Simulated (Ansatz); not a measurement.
How far each method lies from UCCSDT(Q) for [GeH$_{3}$···H···F], doublet

Geometry: a point of a hydrogen-transfer path between rigid fragments, not a stationary point.

```xyz
6

Ge   -0.6140    0.0000    0.0000
H    -1.1255    1.4466    0.0000
H    -1.1255   -0.7233    1.2528
H    -1.1255   -0.7233   -1.2528
H     1.3730    0.0000    0.0000
F     2.4540    0.0000    0.0000
```

Basis cc-pVDZ; Ansatz 0.2.0. Only valence electrons are correlated (noble-gas cores and the filled d shells of p-block atoms frozen), which leaves 15 electrons in 46 orbitals. Prefix R: restricted or restricted open-shell reference; prefix U: unrestricted. Active spaces: valence = (15e, 12o) chosen from the atoms' valence shells. No spin–orbit coupling is included, and no scalar relativity.

Full CI isn't at hand for all of this; UCCSDT(Q) serves as the reference, and is uncertain by about the last step of the cluster series. The frozen core follows each run's orbitals, which can shift R against U totals by a few meV for light atoms and by up to 0.1 eV past Ca.

The UHF ⟨S²⟩ is 0.763, the T1 diagnostic (RCCSD) is 0.0159 and the largest doubles amplitude (RCCSD) is 0.036. The T1 diagnostic (UCCSD) is 0.0126.

Problem. From what is known of these methods and the diagnostics, rank them by the size of their error in total energy against UCCSDT(Q) in cc-pVDZ, smallest first (an estimate: the text doesn't fix the numbers).
A. UMP2
B. UCCSDT
C. UCCSD
D. UHF
E. UCCSD(T)

Solution. B (1.6 kJ/mol), E (3.6 kJ/mol), C (17.1 kJ/mol), A (97.1 kJ/mol), D (890.8 kJ/mol).

All errors are against UCCSDT(Q) in cc-pVDZ. Within each family the higher level lies nearer, as is usual though not guaranteed.

Natural occupations of CASSCF (valence space) about the gap: 1.985 1.971 1.971 1.967 1.005 0.033 0.026 0.021 0.021; effectively unpaired electrons, Σ n²(2−n)², 1.02.
